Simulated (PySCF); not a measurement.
A made-up structure of AlSiNH4, closed shell:

N1  (-1.620, -0.684, -1.224)
Si2  (-0.741, 0.478, -0.532)
Al3  (1.219, 0.095, 0.913)
H4  (-1.345, -1.646, -1.052)
H5  (-1.212, 1.859, -0.836)
H6  (1.628, -1.415, 1.166)
H7  (-2.226, 0.033, -1.624)
(Å)

It is relaxed with PBE-D4/def2-SVP and then PBE0-D4/def2-TZVP (PySCF 2.14 with density fitting (its default auxiliary sets; JK sets also for MP2 and CCSD(T))). Atoms count as bonded within 1.22 times the sum of their covalent radii (H–H: 0.88 Å). The end point is not checked to be a true minimum.

(1) Does its bonding change? (Judge from chemistry; the calculation decides.)

Results:

(1) By the calculation: No: no bond forms or breaks.

Where it ends: The first stage lowers the energy by 3.20 eV in 21 steps. It ends as AlSiNH₄ ([NH2][SiH][AlH]):
```
7
angstrom
N -1.6500 -0.7726 -1.2921
Si -0.4178 0.2930 -0.7806
Al 0.7446 0.0957 1.3854
H -1.5269 -1.7699 -1.3346
H -1.1032 1.6264 -0.9089
H 2.3247 -0.2371 1.2643
H -2.5908 -0.4885 -1.5087
```

Labels in which every atom is bracketed show which atoms are joined, not bond orders.

For scale, one of the runs: PBE0-D4/def2-TZVP relaxation, 129 basis functions, launched by `OMP_NUM_THREADS=2 python run.py`. Hardware: 2 CPU threads of an AMD EPYC 7B13, shared host. Wall time 60 s; peak host memory 1.2 GiB.
